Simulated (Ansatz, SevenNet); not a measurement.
1T (CdI2-type) PtSe2: volume per atom by level of theory

No measured value is used here.

| level (code) | value (Å³/atom) |
|---|---|
| SevenNet-0 | 22.86 |
| LDA (Ansatz) | [?] |
| PBE (Ansatz) | 26.44 |
| PBEsol (Ansatz) | 19.83 |
| PBE-D3(BJ) (Ansatz) | 19.80 |
| PBE-D4 (Ansatz) | 19.82 |
| rVV10 (Ansatz) | [?] |
| r²SCAN+rVV10 (Ansatz) | [?] |
| PBE0-D4 (Ansatz) | 19.77 |

**Question.** Complete the blanks.

**Answer.** 
- LDA (Ansatz, a first-principles code), value (Å³/atom): 19.24
- rVV10 (Ansatz), value (Å³/atom): 21.76
- r²SCAN+rVV10 (Ansatz), value (Å³/atom): 21.14

Density-functional levels without +SOC have no spin–orbit coupling. SevenNet-0: the cell has another shape than the first-principles one, perhaps another minimum in the same group. LDA: LDA has no dispersion term either, though it tends to give short spacings of layers, chains or molecules. PBE: for a layered or molecular solid the relaxed cell lies over 5 % above the published volume, where the minimum can be shallow. PBE, PBEsol: the cell comes from a level without a dispersion term, which matters for the spacing of layers, chains or molecules. PBE0-D4: exact exchange on metals is sensitive to the k mesh and can open a false gap. Cutoffs and k meshes differ between the levels. Ansatz's density-functional and Hartree–Fock values are scalar-relativistic unless marked +SOC, with PAW data made under PBE.

Machine-learned potentials (SevenNet-0) are trained on DFT data: a solid inside that data is no test of them.
